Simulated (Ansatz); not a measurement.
in.yaml

```yaml
crystal:
  periodic: [false, false, false]
  atoms:
    - {symbol: As, position_ang: [0.000000, 0.000000, 0.670533]}
    - {symbol: Li, position_ang: [0.000000, 0.000000, -2.880267]}
    - {symbol: H, position_ang: [0.000000, 0.000000, 2.209733]}
basis:
  gaussian: {orbitals: cc-pVDZ, fitting: {mean_field: def2-universal-jkfit}}
magnetization: {spin_polarized: true, initial_magnetization: 1}
correlation: {method: mp2, electrons: outside_noble_gas}
output: {forces: true}
```

```sh
$ ansatz run in.yaml --threads 1 --pin off --events-out ev --progress --plain --max-ram 2393MiB
```

Output:

```
335 factors; integrals over basis functions are off by at most 4.1e-1 eV
mean field evaluation 1: about -61010.2766 eV, gradient 7.6e0 eV
mean field evaluation 2: about -61010.9274 eV, gradient 3.0e0 eV
mean field evaluation 4: about -61011.0063 eV, gradient 3.1e-1 eV
mean field evaluation 8: about -61011.0282 eV, gradient 1.3e-2 eV
mean field evaluation 16: about -61012.3584 eV, gradient 2.4e-2 eV
mean field evaluation 32: about -61007.2977 eV, gradient 1.0e1 eV
mean field evaluation 64: about -61012.3565 eV, gradient 3.1e-1 eV
mean field evaluation 96: about -61012.3258 eV, gradient 1.1e0 eV
mean field evaluation 128: about -61011.0281 eV, gradient 2.1e-2 eV
mean field -61012.35844903 eV, -2242.1628173401 hartree, gradient 1.4e-6 eV, S^2 1.768810; 15 other end points of the search recorded, 0 dependent functions left out
15 core orbitals not correlated: weight in the atoms' cores, before any rotation towards them, 1.000 or more for the frozen orbitals, at most 0.000 for the correlated occupied ones
reference -61012.35844903 eV, -2242.1628173401 hartree; 4, 3 occupied and 27, 28 virtual orbitals, 335 factors
second order -2.06988476 eV of doubles, -0.00000000 eV of singles
the calculation of the forces begins
Total energy: -61014.42833379 eV, -2242.2388842019 hartree
Atom 0 at     0.000000     0.000000     0.670533 Å, force     0.000000    -0.000000     0.229213 eV/Å
Atom 1 at     0.000000     0.000000    -2.880267 Å, force     0.000000    -0.000000    -0.098231 eV/Å
Atom 2 at     0.000000     0.000000     2.209733 Å, force    -0.000000     0.000000    -0.130982 eV/Å
Dipole moment:     0.000000    -0.000000     0.417272 e Å
```

Forces (eV/Å):
```
As   0.000  0.000  0.229
Li   0.000  0.000 -0.098
H    0.000  0.000 -0.131
```

Ran on 1 thread of Arm Neoverse V1, shared host: 3.2 s wall, 0.08 GiB peak host memory.
